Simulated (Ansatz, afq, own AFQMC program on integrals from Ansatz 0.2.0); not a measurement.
AFQMC on a folder of integrals that Ansatz 0.2.0 wrote.

```yaml
crystal:
  periodic: [false, false, false]
  atoms:
    - {symbol: Ga, position_ang: [0.000000, 0.000000, 2.264000]}
    - {symbol: S, position_ang: [0.000000, 0.000000, 0.000000]}
    - {symbol: Ga, position_ang: [0.000000, 0.000000, -2.264000]}
basis:
  gaussian: {orbitals: cc-pVDZ}
magnetization: {spin_polarized: false}
correlation: {method: ccsd_t, electrons: outside_noble_gas, hamiltonian_folder: ham}
```

```sh
$ ansatz run in.yaml --threads 1 --pin off --events-out ev --progress --plain --max-ram 1843MiB
```

Options of the walk:

```
--method free --trial cisd --walkers 60 --time-step 0.03 --max-blocks 80 --target-error 0.00042 --factor-cut 1e-05 --seed 5496 --times 0,0.21,0.42,0.81,1.2,1.8,2.4,3 --taylor-order 8
```

Times are imaginary, in 1/Eh. The walk had a cap of 638 s. Filled inner d shells are frozen with the cores.

Log:

```
orbitals 39  electrons 6 6  factors 306 of 840
reference energy -4244.04955874 Eh
CCSD correlation -0.24626322 Eh in 11 cycles, weight of the determinant in the CISD state 0.8317
repeat  energy at the last time / Eh  error
    10  -4244.307580  0.002412
    20  -4244.308624  0.001547
    30  -4244.307867  0.001238
    40  -4244.307969  0.001084
    50  -4244.307219  0.000908
    60  -4244.306978  0.000790
    70  -4244.306987  0.000722
    80  -4244.306966  0.000685
time / (1/Eh)  energy / Eh  error  mean overlap
  0.00  -4244.295774  0.000392  1.2010
  0.21  -4244.299752  0.000391  1.1939
  0.42  -4244.301629  0.000339  1.1975
  0.81  -4244.304380  0.000378  1.1994
  1.20  -4244.305392  0.000486  1.1956
  1.80  -4244.305889  0.000500  1.2026
  2.40  -4244.306721  0.000588  1.2053
  3.00  -4244.306966  0.000685  1.2099
energy -4244.306966 +/- 0.000685 Eh
```

The run passed its tests (error under three times the target), which doesn't prove that it has relaxed.

Against this walk (error 18.6 meV) on the same determinant: CCSD(T) 44.4 meV higher. The error is statistical, and a free projection of finite length keeps a remainder of its start. None of these is a sure reference here.

Cautions: remainder of the start not in the error; error above the target (18.6 against 11.4 meV); no relativity below Rb; no spin-orbit coupling; inner d shell frozen.

The walk took 2.8 min on 1 thread of Intel(R) Xeon(R) 6975P-C (Granite Rapids), on a shared host. The log's last line is the free-projection energy.

A walk keeps the symmetry of its determinant, which the program's search chose and which needn't be the lowest solution, so a lower state of the same spin and another symmetry isn't excluded.
